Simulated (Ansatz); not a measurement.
Worked example: correlation energy of SnH$_{2}$⁻, doublet

Geometry: displaced at random from a stationary point.

```xyz
3

Sn   -0.0004   -0.0213    0.0005
H    -0.0012    1.2255   -1.2987
H     0.0467    1.2848    1.2349
```

Basis def2-SVPD with its core potentials; Ansatz 0.2.0. Correlated methods freeze the noble-gas cores and the filled d shells of p-block atoms, which leaves 7 electrons in 39 orbitals. Prefix R: restricted or restricted open-shell reference; prefix U: unrestricted. No spin–orbit coupling is included; scalar relativity enters through the core potentials alone.

Full CI isn't at hand for all of this; UCCSDT(Q) serves as the reference, and is uncertain by about the last step of the cluster series.

Runs differ by some tens of microhartree through their thresholds and, for an open shell, their frozen cores, so steps under 0.03 kcal/mol mean nothing.

| level | total energy (hartree) |
| --- | --- |
| UHF | -214.490047 |
| UMP2 | -214.578765 |
| UCCSD | -214.603824 |
| UCCSD(T) | -214.606856 |
| UCCSDT | -214.607625 |
| UCCSDT(Q) | -214.607739 |

Task: What is the correlation energy at UCCSDT(Q), and what share of it do UMP2 and UCCSD(T) recover?

Result: E(corr) = -214.607739 − (-214.490047) = -0.117692 hartree = -3.203 eV. UMP2: -0.088718 / -0.117692 = 75.38 %. UCCSD(T): -0.116809 / -0.117692 = 99.25 %.

Task: By how many kcal/mol does UCCSD(T) miss UCCSDT(Q) (1 hartree = 627.509 kcal/mol), and which steps make up the rest?

Result: -214.606856 − (-214.607739) = 0.000883 hartree = 0.55 kcal/mol. Steps: UCCSDT − UCCSD(T) = -0.48, UCCSDT(Q) − UCCSDT = -0.07 kcal/mol. That is within 1 kcal/mol of the reference in this basis, which itself misses far more of the correlation at the basis-set limit.
